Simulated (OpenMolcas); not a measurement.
# One shape, several levels: singlet CH5OSi+

Aim: a comparison of 6 runs (B3LYP/def2-SVPD, BLYP/def2-SVPD, TPSS/def2-SVPD, r2SCAN/def2-SVPD, revPBE/def2-SVPD, MP2/def2-SVPD) of singlet CH5OSi+. 

The calculation is run with OpenMolcas 26.06.

1 further run of the same task is left out (it didn't finish).

## 1. The system as given

CH5OSi+: 8 atoms, total charge +1, spin state singlet. SMILES of the parent species: `[CH2][SiH2]O`. The coordinates come from a PBE0-D4/def2-TZVP relaxation. This is one conformer, not always the lowest. That shape belongs to the parent species and isn't relaxed for this state.

Bond lengths: C1–Si2 1.840 Å, Si2–O3 1.650 Å, C1–H4 1.086 Å, C1–H5 1.087 Å, Si2–H6 1.485 Å, Si2–H7 1.490 Å, O3–H8 0.958 Å. Angles: C1–Si2–O3 112.2°, C1–Si2–H6 111.4°, C1–Si2–H7 108.0°, O3–Si2–H6 104.2°, O3–Si2–H7 111.6°, Si2–C1–H4 122.8°, Si2–C1–H5 122.5°, Si2–O3–H8 117.1°, H6–Si2–H7 109.4°, H4–C1–H5 114.6°.

## 2. The energy at B3LYP/def2-SVPD (run 1)

The input, struct.xyz:

```xyz
8

C     -0.861500     0.517800    -0.791400
Si     0.654000    -0.005200     0.111100
O      0.302800    -0.724400     1.554400
H     -0.970800     0.416800    -1.867000
H     -1.703100     0.991500    -0.293300
H      1.495600     1.161100     0.480600
H      1.431000    -0.912300    -0.779800
H     -0.255800    -1.502300     1.529400
```

The input, run.inp:

```
* CH5OSi Kohn-Sham DFT

&gateway
 baslib=$CurrDir
 coord=struct.xyz
 basis=def2-SVPD
 group=NoSym

&seward
 gridinput
 Grid=UltraFine
 End of Grid

&scf
 charge=1
 ksdft=B3LYP
 thresholds=1e-10 1e-07 1e-07 1e-05
 prorbitals=1 1
```

The basis set def2-SVPD is read from a file made from the Basis Set Exchange's data (not shown).

The run is started by

```
export MOLCAS_MEM=1860
pymolcas run.inp > run.log
```

The log of the run:

```text
--- Start Module: gateway ---
[...]
--- Stop Module: gateway /rc=_RC_ALL_IS_WELL_ ---
--- Start Module: seward ---
[...]
      Basis functions          107
--- Stop Module: seward /rc=_RC_ALL_IS_WELL_ ---
[...]
--- Start Module: scf ---
[...]
       Convergence after  20 Iterations
[...]
::    Total KS-DFT energy                            -405.3146274999
[...]
      Total spin, S                                     0.0000000000
[...]
      Total electronic charge=   32.000000
      Total            charge=    1.000000
[...]
      Dipole Moment (debye):
      Origin of the operator (angstrom)=    0.2098   -0.0879    0.2874
                   X= -3.1479E+00               Y=  1.1501E+00               Z= -4.0185E+00           Total=  5.2326E+00
      Center of Charge (angstrom)
[...]
--- Stop Module: scf /rc=_RC_ALL_IS_WELL_ ---
[...]
```

Run time: 98 s. Hardware: 1 thread of Arm Neoverse N1, shared host; peak memory 0.62 GiB.

## 3. A single-point energy at BLYP/def2-SVPD (run 2)

The input, coord.xyz:

```xyz
8

C     -0.861500     0.517800    -0.791400
Si     0.654000    -0.005200     0.111100
O      0.302800    -0.724400     1.554400
H     -0.970800     0.416800    -1.867000
H     -1.703100     0.991500    -0.293300
H      1.495600     1.161100     0.480600
H      1.431000    -0.912300    -0.779800
H     -0.255800    -1.502300     1.529400
```

The input, job.input:

```
* CH5OSi Kohn-Sham DFT
>>> EXPORT MOLCAS_PRINT=2

&gateway
 baslib=$CurrDir
 coord=coord.xyz
 basis=def2-SVPD
 group=NoSym

&seward
 gridinput
 Grid=UltraFine
 End of Grid

&scf
 charge=1
 ksdft=BLYP
 thresholds=1e-10 1e-07 1e-07 1e-05
 prorbitals=1 1
```

The basis set def2-SVPD is read from a file made from the Basis Set Exchange's data (not shown).

The run is started by

```
export MOLCAS_MEM=1860
pymolcas job.input > job.log
```

The log of the run:

```text
--- Start Module: gateway ---
[...]
--- Stop Module: gateway /rc=_RC_ALL_IS_WELL_ ---
--- Start Module: seward ---
[...]
      Basis functions          107
--- Stop Module: seward /rc=_RC_ALL_IS_WELL_ ---
[...]
--- Start Module: scf ---
[...]
       Convergence after  27 Iterations
[...]
::    Total KS-DFT energy                            -405.2567453152
[...]
      Total spin, S                                     0.0000000000
[...]
      Total electronic charge=   32.000000
      Total            charge=    1.000000
[...]
      Dipole Moment (debye):
      Origin of the operator (angstrom)=    0.2098   -0.0879    0.2874
                   X= -2.6206E+00               Y=  8.5748E-01               Z= -3.5062E+00           Total=  4.4606E+00
      Center of Charge (angstrom)
[...]
--- Stop Module: scf /rc=_RC_ALL_IS_WELL_ ---
[...]
```

Wall time 2.1 min (1 thread of Arm Neoverse N1, shared host); peak memory 0.62 GiB.

Runs 3 to 5 aren't shown in full; the table further down has their settings and results.

## 4. The energy at MP2/def2-SVPD (run 6)

The input, geom.xyz:

```xyz
8

C     -0.861500     0.517800    -0.791400
Si     0.654000    -0.005200     0.111100
O      0.302800    -0.724400     1.554400
H     -0.970800     0.416800    -1.867000
H     -1.703100     0.991500    -0.293300
H      1.495600     1.161100     0.480600
H      1.431000    -0.912300    -0.779800
H     -0.255800    -1.502300     1.529400
```

The input, test.inp:

```
* CH5OSi MP2
>>> EXPORT MOLCAS_PRINT=2

&GATEWAY
 BasLib=$CurrDir
 Coord=geom.xyz
 Basis=def2-SVPD
 Group=NoSym

&SEWARD

&SCF
 Charge=1
 Thresholds=1e-10 1e-07 1e-07 1e-05
 PrOrbitals=1 2

&MBPT2
 Frozen=7
```

The basis set def2-SVPD is read from a file made from the Basis Set Exchange's data (not shown).

The run is started by

```
export MOLCAS_MEM=1860
pymolcas test.inp > test.log
```

The log of the run:

```text
--- Start Module: gateway ---
[...]
--- Stop Module: gateway /rc=_RC_ALL_IS_WELL_ ---
[...]
      Basis functions          107
[...]
--- Start Module: scf ---
[...]
       Convergence after  21 Iterations
[...]
::    Total SCF energy                               -404.0745550697
[...]
      Total spin, S                                     0.0000000000
[...]
      Total electronic charge=   32.000000
      Total            charge=    1.000000
[...]
      Dipole Moment (debye):
      Origin of the operator (angstrom)=    0.2098   -0.0879    0.2874
                   X= -4.4317E+00               Y=  1.5130E+00               Z= -4.9782E+00           Total=  6.8346E+00
      Center of Charge (angstrom)
[...]
--- Stop Module: scf /rc=_RC_ALL_IS_WELL_ ---
[...]
--- Start Module: mbpt2 ---
[...]
WARNING!
Default frozen orbitals as non valence orbitals is overwritten by user input.
Default values:   4
[...]
       Reference weight ( Cref**2 )         =        0.88451
::    Total MBPT2 energy                             -404.4783106830
[...]
      Total MBPT2 calculations                           0.66      0.73
--- Stop Module: mbpt2 /rc=_RC_ALL_IS_WELL_ ---
[...]
```

Wall time 24 s (1 thread of Arm Neoverse N1, shared host); peak memory 0.62 GiB.

## 5. The series

```tsv
run	level	integration grid	frozen core orbitals	energy (Eh)	HOMO energy (eV)	LUMO energy (eV)	HOMO–LUMO gap (eV)	wall time
1	B3LYP/def2-SVPD	UltraFine	–	-405.314627	-14.44	-11.93	2.51	98 s
2	BLYP/def2-SVPD	UltraFine	–	-405.256745	-13.28	-12.36	0.93	2.1 min
3	TPSS/def2-SVPD	UltraFine	–	-405.338700	-13.45	-12.42	1.04	2.9 min
4	r2SCAN/def2-SVPD	UltraFine	–	-405.197660	-13.62	-12.41	1.21	3 min
5	revPBE/def2-SVPD	UltraFine	–	-405.198121	-13.36	-12.44	0.92	2.1 min
6	MP2/def2-SVPD	–	7	-404.478311	-18.02	-7.51	10.51	24 s
```

## 6. Summary of results

```
                                          quantity          value
                               run 6: total energy  -404.47831 Eh
        run 6: HOMO energy (Hartree–Fock orbitals)      -18.02 eV
        run 6: LUMO energy (Hartree–Fock orbitals)       -7.51 eV
      run 6: HOMO–LUMO gap (Hartree–Fock orbitals)       10.51 eV
run 6: correlation energy (7 core orbitals frozen)     -403.8 mEh
```

What this shows: Over runs 1, 2, 3, 4, 5 the HOMO–LUMO gap runs from 0.92 eV (revPBE/def2-SVPD) to 2.51 eV (B3LYP/def2-SVPD). Totals of different functionals can't be ranked against each other. All runs together took 12 min, the longest 3 min.
